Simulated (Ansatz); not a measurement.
A run of Ansatz (development build ahead of 0.2.0) on triplet H₂S at this shape:

```yaml
atoms:
  - { symbol: S, position_ang: [0.0223, 0.0012, 0.0782] }
  - { symbol: H, position_ang: [0.5820, 0.2179, -1.1140] }
  - { symbol: H, position_ang: [-1.1148, -0.4702, -0.4371] }
```

Its results:

```json
{"Converged": "yes", "Total energy": "-398.35218 hartree", "Spin squared of the determinant": "2.021", "Stability test": "minimum"}
```

Forces (eV/Å):
| atom | Fx | Fy | Fz |
| --- | --- | --- | --- |
| S1 | -1.870 | -0.678 | 8.301 |
| H2 | 2.088 | 0.782 | -6.964 |
| H3 | -0.218 | -0.104 | -1.337 |

(1) Which input gives this output? Name the method, the orbitals and the basis set, and write the input.

Results:

(1) UHF in def2-SVP.

```yaml
crystal:
  periodic: [false, false, false]
  atoms:
    - { symbol: S, position_ang: [0.02235, 0.00118, 0.07819] }
    - { symbol: H, position_ang: [0.58203, 0.21786, -1.11399] }
    - { symbol: H, position_ang: [-1.11477, -0.47018, -0.43707] }
basis:
  gaussian: { orbitals: def2-SVP }
magnetization:
  spin_polarized: true
  initial_magnetization: 2
hamiltonian:
  xc: hf
output:
  forces: true
```

Caution: another spin multiplicity may lie lower; the determinant breaks the point group.
